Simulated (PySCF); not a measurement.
Gas-phase reaction: SiHF + SiH₂F ⇌ SiH + SiH₂F₂

Computed with PySCF and rigid-rotor harmonic-oscillator thermochemistry at 1 bar. † marks an energy on the PBE0/def2-TZVP geometry and frequencies; other levels use their own. MP2 and CCSD(T) freeze the core. Open shells (unrestricted): SiH₂F (multiplicity 2), SiH (multiplicity 2); the rest are closed-shell singlets. Spin-orbit splitting is ignored; it lowers the true energy and changes the entropy of SiH. SiHF, SiH₂F: computed as isolated molecules; such fragments, hydroxides, amides, oligomers or adducts are transient or little studied in the gas. MP2 isn't extrapolated to the basis-set limit. CCSD(T) isn't extrapolated to the basis-set limit.

```
level               ΔH°(298 K), kJ
------------------  --------------
CCSD(T)/def2-SVP†              -72
MP2/def2-SVP†                    ?
MP2/def2-TZVPP†                  ?
PBE/def2-SVP                   -46
PBE0/def2-QZVP†                -57
ωB97M-V/def2-TZVP†               ?
```

Some entries are withheld; supply them.


- MP2/def2-SVP†, ΔH°(298 K), kJ: -72
- MP2/def2-TZVPP†, ΔH°(298 K), kJ: -68
- ωB97M-V/def2-TZVP†, ΔH°(298 K), kJ: -60
